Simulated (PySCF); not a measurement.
Stretching Na₂

Set-up: Na x2c-SVPall; spin-free X2C with a Gaussian nucleus (PySCF 2.14). Energies in eV from Na + Na in their ground configurations at the same level. State: ¹Σg⁺ (singlet), closed shell.

Curves on a restricted Hartree–Fock reference rise too fast on stretching and do not dissociate correctly.

```
R (Å)  RHF-SCS-MP2     PBE0  RHF-CCSD(T)
2.684      -0.3444  -0.5748             
2.809      -0.4282  -0.6444      -0.5943
2.934      -0.4847  -0.6866      -0.6488
3.027      -0.5115  -0.7029      -0.6744
3.121      -0.5267  -0.7080      -0.6886
3.215      -0.5318  -0.7036      -0.6930
3.340      -0.5252  -0.6855      -0.6861
3.495      -0.4996  -0.6476      -0.6611
3.683      -0.4498  -0.5862      -0.6140
3.933      -0.3622  -0.4874
```

Put a parabola through the three lowest points of the RHF-SCS-MP2 curve and estimate Re, k and ωe (reduced mass 11.49 u; 1 eV/Å² = 0.16022 mdyn/Å; ωe = 1302.8·√(k/μ) cm⁻¹).

Through R = 3.121, 3.215, 3.34 Å the second-order coefficient is 0.489 eV/Å², so Re ≈ 3.223 Å, k ≈ 0.157 mdyn/Å and ωe ≈ 152 cm⁻¹. A polynomial fit of higher order to the unrounded RHF-SCS-MP2 energies gives Re = 3.220 Å, k = 0.158 mdyn/Å, ωe = 153 cm⁻¹; anharmonicity and rounding make the difference.

The higher-order fit for each curve: RHF-SCS-MP2: Re = 3.220 Å, ωe = 153 cm⁻¹, De = 0.53 eV; PBE0: Re = 3.122 Å, ωe = 160 cm⁻¹, De = 0.71 eV; RHF-CCSD(T): Re = 3.215 Å, ωe = 150 cm⁻¹, De = 0.69 eV.

Correlated steps freeze 2 core orbitals. Closed-shell solutions of metal pairs were not tested for spin polarisation, which can lower them a little. Correlated levels converge slowly with the basis: in double zeta they bind strong bonds too weakly, by up to about 1 eV, and carry superposition errors of some tenths. Where the molecule has an RHF reference, its open-shell atoms are computed with UHF.
